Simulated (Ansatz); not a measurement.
Ansatz (a first-principles code) input (CCSD(T)/def2-SVPD):

Ansatz 0.2 input:
```yaml
crystal:
  periodic: [false, false, false]
  atoms:
    - {symbol: Na, position_ang: [-0.00000000, -0.00000000, -1.70764300]}
    - {symbol: Cl, position_ang: [0.00000000, 0.00000000, 1.10494547]}
basis:
  gaussian:
    orbitals: def2-SVPD
total_charge: 1
magnetization: {spin_polarized: true, initial_magnetization: 1}
correlation: {method: ccsd_t, electrons: outside_noble_gas}
output: {forces: true}
```

End of the output:

```
mean field: 0.09 GiB planned
mean field evaluation 1: about -16896.0849 eV, gradient 1.3e1 eV
mean field evaluation 2: about -16896.1118 eV, gradient 1.2e1 eV
mean field evaluation 4: about -16896.9040 eV, gradient 6.2e-1 eV
mean field evaluation 8: about -16896.9140 eV, gradient 3.5e-3 eV
mean field evaluation 16: about -16896.9104 eV, gradient 6.4e-1 eV
mean field evaluation 32: about -16896.4710 eV, gradient 5.8e-3 eV
mean field evaluation 64: about -16896.8903 eV, gradient 1.7e0 eV
mean field evaluation 96: about -16896.9140 eV, gradient 2.7e-4 eV
mean field evaluation 128: about -16896.4710 eV, gradient 7.7e-4 eV
mean field -16896.91398608 eV, -620.9501358490 hartree, gradient 3.1e-6 eV, S^2 0.757086; 9 other end points of the search recorded, 0 dependent functions left out
determinant -16896.91398608 eV, -620.9501358490 hartree, with singles and doubles -16900.64672754 eV, -621.0873115674 hartree
determinant -16896.47098436 eV, -620.9338558358 hartree, with singles and doubles -16900.22165965 eV, -621.0716906103 hartree
determinant -16896.91398608 eV, -620.9501358490 hartree, with singles and doubles -16900.65416990 eV, -621.0875850689 hartree
determinant -16896.47098436 eV, -620.9338558358 hartree, with singles and doubles -16900.22988856 eV, -621.0719930172 hartree
10 core orbitals not correlated
reference -16896.91398608 eV, -620.9501358490 hartree; 4, 3 occupied and 31, 32 virtual orbitals, 404 factors
densities: 0.10 GiB planned
second order -3.25650025 eV of doubles, -0.00000000 eV of singles
coupled cluster: 0.09 GiB planned
cycle   1  -3.74018341 eV  change    4.0e-7 eV  update   2.9e-6
cycle   2  -3.74018346 eV  change   -4.4e-8 eV  update   1.6e-6
cycle   3  -3.74018346 eV  change   -7.2e-9 eV  update   8.1e-7
cycle   4  -3.74018345 eV  change    1.4e-8 eV  update   1.7e-7
perturbative correction -0.05733229 eV, -0.0021069228 hartree
the calculation of the forces begins
Total energy: -16900.71150182 eV, -621.0896919783 hartree
Atom 0 at    -0.000000    -0.000000    -1.707643 Å, force    -0.000000    -0.000000    -0.083110 eV/Å
Atom 1 at     0.000000     0.000000     1.104945 Å, force     0.000000     0.000000     0.083110 eV/Å
Dipole moment:    -0.000000     0.000000    -1.456071 e Å
```
